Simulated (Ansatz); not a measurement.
Run this with Ansatz 0.2.0, Python API and show what comes out.

Script `composite_alh5si.py`:
```python
'''A composite energy for AlH5Si: DFT geometry, MP2 basis limit, coupled-cluster correction.'''

import ansatz as az
import numpy as np


def main() -> None:
    geometry_ang = [
        ('Al', [-0.2945, -1.3363, 0.0898]),
        ('Si', [0.2481, 0.9856, -0.0673]),
        ('H', [0.6911, -2.3615, 0.578]),
        ('H', [-1.7375, -1.75, -0.3419]),
        ('H', [0.1157, 1.436, -1.4757]),
        ('H', [-0.6342, 1.797, 0.7978]),
        ('H', [1.6725, 1.1611, 0.3737]),
    ]
    geometry = az.Crystal.molecule()
    for symbol, xyz in geometry_ang:
        geometry = geometry.atom(symbol, xyz)

    model = geometry.calculation()
    model = model.basis(gaussian='def2-SVP').functional('B3LYP')
    symbols = [site.symbol for site in geometry.cartesian_sites]
    start = np.array([site.position_ang for site in geometry.cartesian_sites], dtype=float)
    summary = model.relax(force_tolerance=0.01).run(threads=1).report
    end = np.array(summary['positions_ang'])
    print('final positions (A) and the move of each atom')
    for symbol, xyz, old in zip(symbols, end, start):
        print(f'{symbol:2s} {xyz[0]:10.5f} {xyz[1]:10.5f} {xyz[2]:10.5f}   {np.linalg.norm(xyz - old):7.4f}')

    minimum = az.Crystal.molecule()
    for symbol, place in zip(symbols, end):
        minimum = minimum.atom(symbol, place.tolist())
    at_minimum = minimum.calculation()
    # MP2 extrapolated to the basis limit, plus the small-basis difference CCSD(T) - MP2
    level = lambda method, basis: at_minimum.basis(gaussian=basis).correlation(method).run(threads=1).report
    small, large, cluster = level('mp2', 'cc-pVDZ'), level('mp2', 'cc-pVTZ'), level('ccsd_t', 'cc-pVDZ')
    corr = lambda each: (each['free_energy_ev'] - each['reference_energy_ev']) / 27.211386246
    mp2_limit = (27 * corr(large) - 8 * corr(small)) / 19
    pieces = {'HF / cc-pVTZ': large['reference_energy_ev'] / 27.211386246, 'MP2 correlation, DZ-TZ limit': mp2_limit, 'CCSD(T) - MP2 / cc-pVDZ': corr(cluster) - corr(small)}
    for name, value in pieces.items():
        print(f'{name:32s} {value:14.6f} Ha')
    print(f'{"sum":32s} {sum(pieces.values()):14.6f} Ha')
    print('T1 diagnostic', round(cluster['correlation']['coupled_cluster']['t1_diagnostic'], 4))


if __name__ == '__main__':
    main()
```

`python composite_alh5si.py` gives:
```text
final positions (A) and the move of each atom
Al   -0.33443   -1.37775    0.08326    0.0579
Si    0.28482    1.00382   -0.06599    0.0410
H     0.69355   -2.47456    0.59878    0.1150
H    -1.79462   -1.83966   -0.34248    0.1063
H     0.13690    1.50347   -1.47100    0.0709
H    -0.61686    1.84144    0.78908    0.0485
H     1.69185    1.27514    0.36275    0.1162
HF / cc-pVTZ                        -533.756769 Ha
MP2 correlation, DZ-TZ limit          -0.231331 Ha
CCSD(T) - MP2 / cc-pVDZ               -0.050769 Ha
sum                                 -534.038869 Ha
T1 diagnostic 0.0124
```

Notes:
- Total energies depend on the basis set; only differences at equal settings carry meaning.
- The sum leaves out core correlation, relativity, the Hartree-Fock basis error and zero-point energy; a DZ-TZ extrapolation is rough.
- b3lyp holds the VWN-RPA fit, as in Gaussian; the form of ORCA and Turbomole is b3lyp5.
- Inner cores stay frozen, so this is valence correlation.
- For Al to Cl the sets with a tight d function, cc-pV(X+d)Z, are usual.
- An extrapolation from small basis sets is rough.
- Wall time of the script: 9.3 s on 1 thread of Arm Neoverse V2 (shared host), peak memory 0.26 GiB.
